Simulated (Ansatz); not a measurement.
A CCSD(T) single point on C₆H₁₂ (`C=C(CC)CC`).

```yaml
crystal:
  periodic: [false, false, false]
  atoms:
    - {symbol: C, position_ang: [-0.985376, -1.616275, -0.995927]}
    - {symbol: C, position_ang: [-0.372374, -0.611622, -0.377052]}
    - {symbol: C, position_ang: [0.712697, -0.864534, 0.631103]}
    - {symbol: C, position_ang: [2.042312, -0.205671, 0.282142]}
    - {symbol: C, position_ang: [-0.740080, 0.817428, -0.660396]}
    - {symbol: C, position_ang: [-1.199642, 1.589758, 0.570867]}
    - {symbol: H, position_ang: [-0.721046, -2.649721, -0.797807]}
    - {symbol: H, position_ang: [-1.772036, -1.439037, -1.721812]}
    - {symbol: H, position_ang: [0.852328, -1.943875, 0.733374]}
    - {symbol: H, position_ang: [0.384773, -0.503317, 1.613272]}
    - {symbol: H, position_ang: [2.396810, -0.536430, -0.697217]}
    - {symbol: H, position_ang: [2.805363, -0.460338, 1.020886]}
    - {symbol: H, position_ang: [1.961425, 0.883513, 0.256690]}
    - {symbol: H, position_ang: [-1.526130, 0.833831, -1.419862]}
    - {symbol: H, position_ang: [0.122466, 1.332122, -1.100552]}
    - {symbol: H, position_ang: [-1.496353, 2.605711, 0.301321]}
    - {symbol: H, position_ang: [-0.408417, 1.667346, 1.320178]}
    - {symbol: H, position_ang: [-2.056711, 1.101090, 1.040795]}
basis:
  gaussian: {orbitals: def2-TZVPP}
correlation: {method: ccsd_t}
output: {orbitals: {seedname: orbitals}}
```

```sh
$ ansatz run in.yaml --threads 2 --pin off --events-out ev --progress --plain --max-ram 31744MiB --backend cuda --devices 0, --max-vram 18GiB
```

The program prints (abridged):

```
Functional definition: HF
2049 factors; integrals over basis functions are off by at most 9.7e-4 eV
mean field evaluation 1: about -6369.3191 eV, gradient 4.2e1 eV
mean field evaluation 2: about -6369.5944 eV, gradient 4.2e1 eV
mean field evaluation 4: about -6374.6238 eV, gradient 5.0e0 eV
mean field evaluation 8: about -6374.7055 eV, gradient 2.6e-1 eV
mean field -6374.70588159 eV, -234.2661202176 hartree, gradient 2.9e-6 eV, S^2 0.000000; 0 other end points of the search recorded, 0 dependent functions left out
6 core orbitals not correlated: weight in the atoms' cores, before any rotation towards them, 1.000 or more for the frozen orbitals, at most 0.000 for the correlated occupied ones
reference -6374.70588159 eV, -234.2661202176 hartree; 18, 18 occupied and 330, 330 virtual orbitals, 2049 factors
second order -28.15133338 eV of doubles, -0.00000000 eV of singles
cycle   1  -29.04646231 eV  change   -9.0e-1 eV  update   1.0e-1
cycle   2  -29.74263468 eV  change   -7.0e-1 eV  update   3.0e-2
cycle   3  -29.85740800 eV  change   -1.1e-1 eV  update   1.3e-2
cycle   4  -29.85446795 eV  change    2.9e-3 eV  update   3.4e-3
cycle   5  -29.85535020 eV  change   -8.8e-4 eV  update   1.3e-3
cycle   6  -29.85547811 eV  change   -1.3e-4 eV  update   3.6e-4
cycle   7  -29.85538123 eV  change    9.7e-5 eV  update   1.1e-4
cycle   8  -29.85539122 eV  change   -1.0e-5 eV  update   4.8e-5
cycle   9  -29.85539559 eV  change   -4.4e-6 eV  update   1.4e-5
perturbative correction -1.23993013 eV, -0.0455665920 hartree
Total energy: -6405.80120732 eV, -235.4088523608 hartree
```

Run time 9 s (2 threads of an AMD EPYC 7R13 on a shared host and a share of an NVIDIA H100 80 GB); peak host memory 0.85 GiB.

The correlation energy is -31.095 eV, 4.0 % of it from (T); the T1 diagnostic reads 0.0095.
